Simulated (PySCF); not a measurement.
**Lithium Hydride: calculation and literature**

Atom-mapped SMILES (the numbers label the heavy atoms): `[LiH:1]`. Each H is labelled by its parent atom.

Published values to compare with: σ $^{1}$H H(Li1) 26.60; σ $^{7}$Li Li1 89.5 ppm (CCSD(T)/cc-pCVQZ; gas (isolated, no vibration); M. Glasbrenner, PhD thesis, LMU Munich (RPA NMR shieldings paper, SI)).
σ $^{1}$H H(Li1) 26.60; σ $^{7}$Li Li1 89.3 ppm (CCSD(T)/aug-cc-pCV[TQ]Z extrapolated; gas (isolated, no vibration); Teale, Lutnaes, Helgaker, Tozer, Gauss, JCP 2013, 138, 024111, as tabulated in M. Glasbrenner, PhD thesis, LMU Munich (SI Table 24)).

Computational details: PBE0-D3(BJ)/def2-SVP structure, shielding tensors at KT3/pcSseg-2 (GIAO), in PySCF 2.14.0 with density-fitted response routines (isolated molecule, a single conformation, relativity neglected).

**Question.** How close does the calculation come?

**Answer.** 
Reference values: CCSD(T)/cc-pCVQZ (gas (isolated, no vibration); M. Glasbrenner, PhD thesis, LMU Munich (RPA NMR shieldings paper, SI)).
| atoms | quantity | reference | computed |
| --- | --- | --- | --- |
| H(Li1) | σ $^{1}$H | 26.60 | 26.63 |
| Li1 | σ $^{7}$Li | 89.5 | 91.8 |

Reference values: CCSD(T)/aug-cc-pCV[TQ]Z extrapolated (gas (isolated, no vibration); Teale, Lutnaes, Helgaker, Tozer, Gauss, JCP 2013, 138, 024111, as tabulated in M. Glasbrenner, PhD thesis, LMU Munich (SI Table 24)).
```
 atoms    quantity  reference  computed
H(Li1)   σ $^{1}$H      26.60     26.63
   Li1  σ $^{7}$Li       89.3      91.8
```

Absolute shieldings are compared as such; zero-point and thermal motion, absent here, lowers them by some tenths of a ppm for H, a few ppm for C and up to about 10 ppm for F.

**Question.** How far are the unscaled $^{1}$H shieldings from the references?

**Answer.** Mean signed difference +0.03 ppm, mean absolute 0.03 ppm over 2 comparisons; the largest is +0.03 ppm at H(Li1) (hydrogen on a lithium).

**Question.** How far are the unscaled $^{7}$Li shieldings from the references?

**Answer.** Mean signed difference +2.40 ppm, mean absolute 2.40 ppm over 2 comparisons; the largest is +2.5 ppm at Li1 (lithium bonded to H).

4 of the 16 published NMR values on file for this molecule are compared. The rest: other calculations.
